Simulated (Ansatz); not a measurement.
This geometry of C$_{5}$H$_{7}$F (13 atoms, charge 0, multiplicity 1) is a first-order saddle point.

Method: RKS B3LYP-D4/6-31G in Ansatz 0.2.0.

```xyz
13
Properties=species:S:1:pos:R:3
C 1.004 0.260 -1.783
C 0.526 0.818 -0.664
C -0.365 0.113 0.305
C -1.693 0.266 0.347
C 0.369 -0.795 1.260
F -0.528 -1.383 2.217
H 1.662 0.804 -2.454
H 0.742 -0.754 -2.076
H 0.810 1.839 -0.409
H -2.208 0.920 -0.349
H -2.290 -0.262 1.081
H 1.135 -0.245 1.820
H 0.857 -1.615 0.720
```

(1) Which two structures does it join? (They come from a converged band through this point; their orientation in space is the band's.)

(2) How far does it lie above each of them?

## Answers

(1) No bond is made or broken. The dihedral H9–C2–C3–C5 goes from 180 to -30°.

Image 0:

```xyz
13
Properties=species:S:1:pos:R:3
C 1.482 0.344 -1.349
C 0.314 0.777 -0.841
C -0.455 0.132 0.228
C -1.617 0.644 0.672
C 0.110 -1.137 0.815
F -0.748 -1.654 1.844
H 1.984 0.886 -2.143
H 1.981 -0.555 -1.003
H -0.128 1.689 -1.238
H -2.025 1.557 0.250
H -2.178 0.161 1.461
H 1.092 -0.961 1.269
H 0.209 -1.917 0.052
```

Image 8:

```xyz
13
Properties=species:S:1:pos:R:3
C 0.331 1.009 -1.866
C 0.723 0.545 -0.670
C -0.154 -0.088 0.334
C -1.451 0.215 0.507
C 0.530 -1.125 1.191
F -0.348 -1.617 2.216
H 1.028 1.485 -2.548
H -0.697 0.921 -2.205
H 1.778 0.618 -0.400
H -1.931 0.993 -0.077
H -2.047 -0.297 1.251
H 1.412 -0.703 1.688
H 0.846 -1.989 0.594
```

(2) 0.258 eV above the first and 0.138 eV above the second. This is the barrier of this one path; another mechanism may lie lower. Limits of this set-up: no polarisation functions.

Time of the run: 4.3 min on 1 thread of Intel(R) Xeon(R) Platinum 8259CL CPU @ 2.50GHz (Skylake/Cascade Lake) (shared host), peak memory 0.24 GiB.
